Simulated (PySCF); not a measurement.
Solvent effects on NMR parameters

Atom-mapped SMILES (the numbers label the heavy atoms): `[CH2:1]=[CH:2][C@H:3]([F:4])[CH2:5][CH3:6]` (H(Xn): hydrogen on atom n). Ha(C1) is cis to C3; Ha(C5) is pro-R; Hb(C5) is pro-S; Hb(C1) is trans to C3.

GIAO PBE0/pcSseg-1 in PySCF 2.14 on one PBE0-D3(BJ)/def2-SVP conformer, non-relativistic, equivalent nuclei averaged. Solvents enter as an IEF-PCM continuum (chloroform with ε = 4.7, dimethylsulfoxide with ε = 46.8) around the gas-phase geometry. Shifts are referred to TMS, CFCl3 computed in the same medium.

In chloroform, δ in ppm: C2 149.2, C1 119.6, C3 95.4, C5 32.8, C6 12.5, F4 -225.9, H(C2) 6.18, Ha(C1) 5.74, Hb(C1) 5.53, H(C3) 4.85, Ha(C5) 1.49, Hb(C5) 1.34, H(C6) 1.15. Dipole moment 2.09 D.

Question: How does each δ change in the more polar medium?

Answer: 
```
 atoms                                environment  Δδ, dimethylsulfoxide
    C2                                  alkene CH                   +1.3
    C1                       terminal =CH2 carbon                   -0.5
    C3                 allylic sp3 CH bonded to F                   +0.6
    C5                                    sp3 CH2                   +0.2
    C6                              methyl carbon                   +0.1
    F4                  fluorine on an sp3 carbon                   -1.1
 H(C2)                   hydrogen on an alkene CH                  +0.12
Ha(C1)         hydrogen on a terminal =CH2 carbon                  -0.05
Hb(C1)         hydrogen on a terminal =CH2 carbon                  +0.02
 H(C3)  hydrogen on an allylic sp3 CH bonded to F                  +0.08
Ha(C5)                     hydrogen on an sp3 CH2                  +0.11
Hb(C5)                     hydrogen on an sp3 CH2                  -0.04
 H(C6)                hydrogen on a methyl carbon                  -0.01
```

Changes are relative to chloroform. The dipole moment becomes 2.30 D in dimethylsulfoxide.

Question: Which nuclei move most (in ppm), and what does the model miss?

Answer: C2 (alkene CH, +1.3 ppm) in dimethylsulfoxide. A continuum only polarises the solute; specific hydrogen bonds, the anisotropy of aromatic solvents and changes of geometry or conformer are outside it.
